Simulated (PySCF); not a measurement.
# Which functional comes closest?

Molecule: cyclopropene (C1C=C1, C₃H₄).

Geometry (Å), atoms numbered from 1 in this order:
```xyz
7

C    -0.5273    0.6691    0.1296
C    -0.6389   -0.6049   -0.0845
C     0.7636   -0.0732   -0.0492
H    -0.9870    1.6372    0.3110
H    -1.2583   -1.4887   -0.2129
H     1.4056   -0.2754    0.8234
H     1.3342    0.0340   -0.9859
```

Geometry PBE0-D3(BJ)/def2-SVP throughout; GIAO in PySCF, gas phase, one conformer, non-relativistic; equivalent atoms averaged; basis pcSseg-2.

Reference values (BLYP/multiwavelet basis limit; gas (isolated, no vibration); Jensen, Fla, Jonsson, Monstad, Ruud, Frediani, PCCP 2016, 18, 21145): σ(C3) = 172.9 ppm, σ(C1/C2) = 57.1 ppm, σ(H4/H5) = 24.31 ppm, σ(H6/H7) = 30.70 ppm.

Task: How do the functionals HF, LDA, PBE, BLYP, BP86, OPBE, KT2, KT3, B97-D, B3LYP, PBE0, mPW1PW91, WP04, B97-2, BHandHLYP, CAM-B3LYP, wB97X-D, LC-wPBE perform against the reference? Times are CPU seconds on shared hosts with different chips, so compare them loosely.

Result: 
```csv
functional,kind,C3,C1/C2,H4/H5,H6/H7,mean abs. error C,mean abs. error H,core-s
HF,Hartree–Fock,190.3,69.5,23.88,30.36,14.9,0.38,1.4
LDA,LDA,174.6,55.7,23.49,29.65,1.5,0.94,4.5
PBE,GGA,172.9,60.3,23.98,30.02,1.6,0.50,5.3
BLYP,GGA,169.1,56.3,24.16,30.16,2.3,0.34,5.3
BP86,GGA,172.3,60.3,24.05,30.07,1.9,0.44,5.3
OPBE,GGA,176.1,69.3,24.09,30.04,7.7,0.44,5.1
KT2,GGA,176.3,70.8,24.04,30.02,8.6,0.47,5.4
KT3,GGA,174.5,71.3,24.26,30.16,7.9,0.29,4.8
B97-D,GGA,172.1,64.2,24.23,30.19,4.0,0.29,5.3
B3LYP,global hybrid,174.1,58.6,24.04,30.17,1.3,0.40,3
PBE0,global hybrid,178.6,63.1,23.89,30.06,5.8,0.53,3
mPW1PW91,global hybrid,177.8,62.5,23.95,30.10,5.2,0.48,3
WP04,global hybrid,164.6,53.4,24.59,30.43,6.0,0.28,6.2
B97-2,global hybrid,177.3,65.5,24.07,30.16,6.4,0.39,5.6
BHandHLYP,global hybrid,180.7,62.2,23.91,30.19,6.4,0.45,5.3
CAM-B3LYP,range-separated hybrid,179.0,58.8,23.84,30.12,3.9,0.52,7.4
wB97X-D,range-separated hybrid,179.4,61.9,23.94,30.18,5.6,0.44,7.1
LC-wPBE,range-separated hybrid,184.3,61.3,23.82,30.15,7.8,0.52,10
```

For ¹³C the closest is B3LYP (1.3 ppm, with LDA, PBE practically level) and the furthest HF (14.9 ppm).

For ¹H the closest is WP04 (0.28 ppm, with KT3, B97-D practically level) and the furthest LDA (0.94 ppm). One molecule is a small sample, and the reference may use another geometry.
